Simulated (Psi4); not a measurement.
# CH4Si (SMILES C=[SiH2]): FNO-CCSD/aug-pcseg-1 (Cholesky decomposition, Cholesky for correlation, occ tolerance 1e-06)

What is the energy change on altering one bond length of CH4Si at FNO-CCSD/aug-pcseg-1 (Cholesky decomposition, Cholesky for correlation, occ tolerance 1e-06)? 

The results are computed with Psi4 1.11.

3 further runs of the same task are left out: 1 that didn't finish, 2 set aside as unsound or not needed.

## (1) The molecule

CH4Si has 6 atoms, charge 0, and is taken as a singlet. SMILES: `C=[SiH2]`. Geometry: relaxed at GFN2-xTB.

Bond lengths: C1–Si2 1.748 Å, C1–H3 1.077 Å, C1–H4 1.077 Å, Si2–H5 1.458 Å, Si2–H6 1.458 Å. Angles: C1–Si2–H5 124.5°, C1–Si2–H6 124.6°, Si2–C1–H3 122.4°, Si2–C1–H4 122.5°, H5–Si2–H6 110.9°, H3–C1–H4 115.0°.

## (2) A single-point energy at FNO-CCSD/aug-pcseg-1 (Cholesky decomposition, Cholesky for correlation, occ tolerance 1e-06)

Input file job.in:

```
memory 1.6 GB

molecule m {
  0 1
  C     -1.39592179    -1.03398255    -0.50096640
  Si     1.15513289     0.85370267     0.41245162
  H     -2.66169814    -1.88331995     0.84684297
  H     -1.81965508    -1.43271476    -2.45048345
  H      1.80087120     1.44747352     3.02497909
  H      2.92127092     2.04884106    -1.33282384
  units bohr
  symmetry c1
}

set {
  basis aug-pcseg-1
  scf_type cd
  freeze_core true
  cc_type cd
  occ_tolerance 1e-06
}

energy_value, wavefunction = energy("fno-ccsd", return_wfn=True)
```

Command:

```bash
$ psi4 -i job.in -o job.out -n 1
```

job.out:

```text
[...]
  Running in c1 symmetry.
[...]
  Nuclear repulsion =   50.789467330722800
[...]
  Multiplicity = 1
[...]
  Nalpha       = 12
  Nbeta        = 12
[...]
    Number of basis functions: 86
[...]
   @RHF iter   1:  -328.89404659337163   -6.06305e-01   5.23617e-03 DIIS/ADIIS
[...]
   @RHF iter  10:  -329.02684474828544   -2.40448e-11   8.14667e-09 DIIS
[...]
    Orbital Energies [Eh]
    ---------------------
    Doubly Occupied:
       1A    -68.755423     2A    -11.217311     3A     -6.128914
       4A     -4.244277     5A     -4.243167     6A     -4.242801
       7A     -0.909651     8A     -0.689880     9A     -0.577763
      10A     -0.505086    11A     -0.498905    12A     -0.309400
[...]
  @RHF Final Energy:  -329.02684474828544
   => Energetics <=
    Nuclear Repulsion Energy =             50.7894673307228004
    One-Electron Energy =                -554.9874700248773252
    Two-Electron Energy =                 175.1711579458690835
    Total Energy =                       -329.0268447482854413
[...]
 Multipole Moments:
 ------------------------------------------------------------------------------------
     Multipole            Electronic (a.u.)      Nuclear  (a.u.)        Total (a.u.)
 ------------------------------------------------------------------------------------
 L = 1.  Multiply by 2.5417464519 to convert [e a0] to [Debye]
 Dipole X            :          0.9241979           -0.5841856            0.3400123
 Dipole Y            :          0.6809643           -0.4294313            0.2515331
 Dipole Z            :          0.3274106           -0.2060642            0.1213464
 Magnitude           :                                                    0.4400025
[...]
      * MP2 total energy:                  -329.275122993132
[...]
      * CCSD total energy:                 -329.306685885042
[...]
```

Wall time 5.1 s (1 thread of AMD EPYC 9R45 (Zen 5), shared host); peak memory 0.23 GiB.

## (3) The distorted shape

Input file job.in:

```
memory 1600 MB

molecule {
  0 1
  C
  Si 1 1.747533
  H 1 1.1844 2 122.40793
  H 1 1.076606 3 115.04693 2 -179.95096
  H 2 1.458346 1 124.4977 4 179.93638
  H 2 1.458225 5 110.9027 1 179.92731
  units angstrom
  symmetry c1
}

set scf_type cd
set freeze_core true
set cc_type cd
set occ_tolerance 1e-06

energy_value = energy('fno-ccsd/aug-pcseg-1')
print_variables()
```

Command:

```bash
$ psi4 -n 1 job.in job.out
```

job.out:

```text
[...]
  Running in c1 symmetry.
[...]
  Nuclear repulsion =   50.400581465495819
[...]
  Multiplicity = 1
[...]
  Nalpha       = 12
  Nbeta        = 12
[...]
    Number of basis functions: 86
[...]
   @RHF iter   1:  -328.89734303821353   -6.49084e-01   5.01701e-03 DIIS/ADIIS
[...]
   @RHF iter  10:  -329.02044235466917   -2.16573e-11   8.73744e-09 DIIS
[...]
    Orbital Energies [Eh]
    ---------------------
    Doubly Occupied:
       1A    -68.756426     2A    -11.228205     3A     -6.129782
       4A     -4.245155     5A     -4.244037     6A     -4.243685
       7A     -0.898920     8A     -0.686968     9A     -0.563463
      10A     -0.503335    11A     -0.494679    12A     -0.309922
[...]
  @RHF Final Energy:  -329.02044235466917
   => Energetics <=
    Nuclear Repulsion Energy =             50.4005814654958186
    One-Electron Energy =                -554.2328968744143367
    Two-Electron Energy =                 174.8118730542493608
    Total Energy =                       -329.0204423546691714
[...]
 Multipole Moments:
 ------------------------------------------------------------------------------------
     Multipole            Electronic (a.u.)      Nuclear  (a.u.)        Total (a.u.)
 ------------------------------------------------------------------------------------
 L = 1.  Multiply by 2.5417464519 to convert [e a0] to [Debye]
 Dipole X            :         -0.0020345            0.0021817            0.0001472
 Dipole Y            :         -0.0908246            0.0799696           -0.0108550
 Dipole Z            :          1.2544446           -0.8028573            0.4515873
 Magnitude           :                                                    0.4517177
[...]
      * MP2 total energy:                  -329.270178268499
[...]
      * CCSD total energy:                 -329.301793739224
[...]
```

Wall time 6.3 s (1 thread of AMD EPYC 9R45 (Zen 5), shared host); peak memory 0.23 GiB.

## (4) Summary of results

Level: FNO-CCSD/aug-pcseg-1 (Cholesky decomposition, Cholesky for correlation, occ tolerance 1e-06), 6 core orbitals frozen.

| quantity | value |
| --- | --- |
| first shape: total energy | -329.30669 Eh |
| first shape: HOMO energy (Hartree–Fock orbitals) | -8.42 eV |
| first shape: LUMO energy (Hartree–Fock orbitals) | 0.93 eV |
| first shape: HOMO–LUMO gap (Hartree–Fock orbitals) | 9.35 eV |
| first shape: correlation energy (6 core orbitals frozen) | -279.8 mEh |
| first shape: T1 diagnostic | 0.015 |
| distorted shape: total energy | -329.30179 Eh |
| distorted shape: HOMO energy (Hartree–Fock orbitals) | -8.43 eV |
| distorted shape: LUMO energy (Hartree–Fock orbitals) | 0.93 eV |
| distorted shape: HOMO–LUMO gap (Hartree–Fock orbitals) | 9.36 eV |
| distorted shape: correlation energy (6 core orbitals frozen) | -281.4 mEh |
| distorted shape: T1 diagnostic | 0.015 |
| energy change with the C1–H3 bond stretched from 1.077 to 1.184 Å | 0.133 eV |

What this shows: With the C1–H3 bond stretched from 1.077 to 1.184 Å the energy rises by 0.13 eV (12.8 kJ/mol). The first shape isn't relaxed at this level, so the change isn't measured from a minimum.
